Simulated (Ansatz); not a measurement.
## Which is lower?

Two relaxed structures of CH₃MgO, doublet (PBE0-D4/def2-TZVP; forces vanish, vibrations not checked).

A:

```json
{"atom": "C1", "x (Å)": "-0.2426", "y (Å)": "0.1653", "z (Å)": "-0.4101"}
{"atom": "O2", "x (Å)": "-0.3908", "y (Å)": "-1.1022", "z (Å)": "-0.9258"}
{"atom": "Mg3", "x (Å)": "0.7243", "y (Å)": "0.4214", "z (Å)": "1.3840"}
{"atom": "H4", "x (Å)": "-0.6853", "y (Å)": "0.9301", "z (Å)": "-1.0576"}
{"atom": "H5", "x (Å)": "-0.8593", "y (Å)": "-1.0764", "z (Å)": "-1.7652"}
{"atom": "H6", "x (Å)": "1.5183", "y (Å)": "0.6846", "z (Å)": "2.8676"}
```

B:

| atom | x (Å) | y (Å) | z (Å) |
| --- | --- | --- | --- |
| C1 | 0.9523 | 0.3222 | 1.2321 |
| O2 | 0.0553 | 0.1048 | 0.5059 |
| Mg3 | -0.7530 | -0.3626 | -1.5372 |
| H4 | -0.9990 | 1.2336 | -2.1196 |
| H5 | -0.7169 | -2.0779 | -1.4727 |
| H6 | 0.8597 | 0.5266 | 2.3251 |

Program: Ansatz 0.2.0. Basis: def2-TZVPP. Cores are frozen in the correlated methods; orbitals are unrestricted. The outer core shell of Li, Na, Mg and K is correlated. The def2 sets are not built for correlating such inner shells, so the correlated values are less sure here. B3LYP uses VWN-RPA correlation.

Problem. Which structure is lower at CCSD(T), and by how much? (Judge from chemistry; the value comes from the calculation.)

Solution. Computed: A, by 11.55 kcal/mol (electronic energy, against the other). By their contacts, A is CH₃MgO ([OH][CH][MgH]) and B is CH₃MgO ([CH][O][MgH2]).

All methods give the same order:

```tsv
method	E(B) − E(A) (kcal/mol)
PBE-D4	13.99
r2SCAN-D4	13.59
PBE0-D4	15.68
B3LYP-D4	11.26
wB97M-V	12.77
HF	6.61
MP2	12.12
CCSD	12.17
CCSD(T)	11.55
```

No T1 diagnostic of these runs exceeds 0.018. ⟨S²⟩ of the unrestricted Hartree–Fock references: 0.76 (a pure state has 0.75).

Labels in which every atom is bracketed show which atoms are joined, not bond orders.

For scale, one of the runs: CCSD(T)/def2-TZVPP, 136 basis functions, launched by `ansatz run in.yaml --threads 2 --pin off --events-out ev --progress --plain --max-ram 4352MiB`. The run took 71 s on 2 CPU threads of an Arm Neoverse V1 (shared host), with 2 GiB of host memory at its peak.
